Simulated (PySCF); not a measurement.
Coordinates in bohr (charge 0 multiplicity 1):
```
P     0.0000    0.0000    0.0000
H     2.6294    0.0000    0.0000
H    -1.3147    2.2771    0.0000
H    -1.3147   -2.2771    0.0000
```

All numbers come from PySCF, PBE, basis P def2-TZVP, H def2-TZVP (no relativity, density fitting).

This geometry of PH3 is a stationary point at this level.

Q: What is the point group?

A: D3h.

Q: Is it a minimum?

A: No: it has 1 imaginary mode, at 1055i cm⁻¹ (a2'').

Q: List the harmonic modes with their infrared intensities.

A: 
```json
{"symmetry": "a2''", "ω (cm⁻¹)": "1055i", "IR (km/mol, summed over degenerate members)": "–"}
{"symmetry": "e'", "ω (cm⁻¹)": "989", "IR (km/mol, summed over degenerate members)": "32.8"}
{"symmetry": "a1'", "ω (cm⁻¹)": "2524", "IR (km/mol, summed over degenerate members)": "0.0"}
{"symmetry": "e'", "ω (cm⁻¹)": "2604", "IR (km/mol, summed over degenerate members)": "7.0"}
```

Q: What are the dipole moment and the gap between the highest occupied and lowest empty levels?

A: 0.00 D and 3.92 eV.

In D3h the vibrations span a2'' + 2e' + a1'. The a1' mode carries no infrared intensity, as symmetry demands.

This need not be the most stable arrangement of these atoms. At this level a singlet minimum of C3v symmetry lies 139 kJ/mol below this structure.
